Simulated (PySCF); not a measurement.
Gas-phase reaction: H2SiO + 2 SiCl + 4 HCl ⇌ H3SiOH + 2 SiHCl3

Computed with PySCF and rigid-rotor harmonic-oscillator thermochemistry at 1 bar. † marks an energy on the PBE0/def2-TZVP geometry and frequencies; other levels use their own. MP2 freezes the core. 6-31G* has spherical d functions here. Open shells (unrestricted): SiCl (multiplicity 2, electronic degeneracy 4); the rest are closed-shell singlets. Spin-orbit splitting is ignored; it lowers the true energy and changes the entropy of SiCl. B3LYP is the form with VWN-RPA correlation. H2SiO, H3SiOH: computed as isolated molecules; such fragments, hydroxides, amides, oligomers or adducts are transient or little studied in the gas. MP2 isn't extrapolated to the basis-set limit; its ΔH°(298 K) is -1076.5 kJ in def2-SVP and -1125.3 kJ in def2-TZVPP. The harmonic model lacks anharmonicity and excited electronic states, which grow with temperature; levels with a mode under 35 cm⁻¹ are left out. Internal rotation in H3SiOH is treated as a harmonic vibration of one conformer, which makes the entropy rough.

| level | ΔE electronic, kJ | ΔH°(298 K), kJ | ΔS°(298 K), J/K | ΔG°(2000 K), kJ |
|---|---|---|---|---|
| B3LYP/6-31G* | -1047 | -1015 | -575 | 98 |
| BLYP/def2-TZVP† | -979 | -949 | -573 | 160 |
| HF/def2-TZVP† | -1055 | -1025 | -573 | 84 |
| MP2/def2-SVP† | -1106 | -1076 | -573 | 32 |
| PBE0/def2-QZVP† | -1113 | -1083 | -573 | 26 |
ΔH° is lowest at PBE0/def2-QZVP† and highest at BLYP/def2-TZVP†. No reference value is set beside these.
